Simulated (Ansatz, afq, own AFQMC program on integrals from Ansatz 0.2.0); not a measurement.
AFQMC on a folder of integrals that Ansatz 0.2.0 wrote.

```yaml
crystal:
  periodic: [false, false, false]
  atoms:
    - {symbol: N, position_ang: [-0.767330, 0.007230, 0.007201]}
    - {symbol: C, position_ang: [0.635942, -0.005992, -0.005968]}
    - {symbol: H, position_ang: [1.018747, -1.037854, -0.004565]}
    - {symbol: H, position_ang: [1.041604, 0.508718, 0.878222]}
    - {symbol: H, position_ang: [1.024810, 0.500066, -0.902610]}
basis:
  gaussian: {orbitals: cc-pVDZ}
magnetization: {spin_polarized: true, initial_magnetization: 4}
correlation: {method: ccsd_t, electrons: outside_noble_gas, hamiltonian_folder: ham}
```

```sh
$ ansatz run in.yaml --threads 1 --pin off --events-out ev --progress --plain --max-ram 1382MiB
```

Options of the walk:

```
--method phaseless --trial cisd --walkers 60 --populations 1 --least-time 40 --time-step 0.005 --steps-per-block 50 --equilibration-blocks 28 --max-blocks 300 --target-error 0.00042 --factor-cut 1e-05 --start spin_pure --seed 722 --release-times 0.24,0.5,1,1.5 --release-step 0.02 --release-every 4 --taylor-order 6
```

Times are imaginary, in 1/Eh. The walk had a cap of 1810 s.

Log:

```
orbitals 41  electrons 8 4  factors 331 of 425
reference energy -93.65241622 Eh
CCSD correlation -0.26565319 Eh in 13 cycles, weight of the determinant in the CISD state 0.8824
energy of the start -93.917545 Eh
 block  time / (1/Eh)  mean weight  energy / Eh
     1     0.250  0.9984  -93.915222
     2     0.500  0.9987  -93.920260
     3     0.750  0.9984  -93.922597
     4     1.000  0.9996  -93.926564
     5     1.250  0.9981  -93.927070
     7     1.750  1.0010  -93.923401
     9     2.250  0.9971  -93.925562
    17     4.250  1.0032  -93.928818
    33     8.250  0.9993  -93.928460
    49    12.250  1.0012  -93.923082
    65    16.250  1.0028  -93.933135
    81    20.250  1.0030  -93.933506
    97    24.250  1.0026  -93.932789
   113    28.250  0.9995  -93.927652
   129    32.250  1.0001  -93.927262
   145    36.250  1.0032  -93.927711
   161    40.250  1.0001  -93.926640
   177    44.250  1.0024  -93.926798
   193    48.250  0.9989  -93.927423
   209    52.250  1.0013  -93.925293
   225    56.250  1.0011  -93.932194
   241    60.250  1.0009  -93.921555
   257    64.250  0.9991  -93.919206
   273    68.250  0.9965  -93.944999
   289    72.250  1.0017  -93.925677
   305    76.250  0.9977  -93.930647
   321    80.250  0.9976  -93.926431
blocks merged  error / Eh  count
     1  0.000276  300
     2  0.000328  150
     4  0.000379  75
     8  0.000439  37
    16  0.000529  18
    32  0.000467  9
released: time / (1/Eh)  energy / Eh  error  mean overlap
  0.24  -93.927273  0.000586  1.0085
  0.50  -93.927982  0.000661  1.0070
  1.00  -93.927840  0.000603  1.0289
  1.50  -93.928171  0.000670  1.0382
energy -93.927158 +/- 0.000529 Eh
(rows thinned)
```

The run passed its tests (sampling time, drift between the halves within three errors, error under three times the target), which doesn't prove that it has relaxed.

Against this walk (error 14.4 meV) on the same determinant: CCSD(T) 11.4 meV higher (within the noise). The error is statistical and leaves out the bias of the constraint. Released to 1.50 1/Eh the energy moves by -28 ± 23 meV (both errors), within twice the noise.

Cautions: constraint bias not in the error; error above the target (14.4 against 11.4 meV); another spin lies lower.

The walk took 12 min on 1 thread of Intel(R) Xeon(R) Platinum 8488C (Sapphire Rapids), with other jobs on the host. The log's last line is the phaseless energy.

A walk keeps the symmetry of its determinant, which the program's search chose and which needn't be the lowest solution, so a lower state of the same spin and another symmetry isn't excluded.
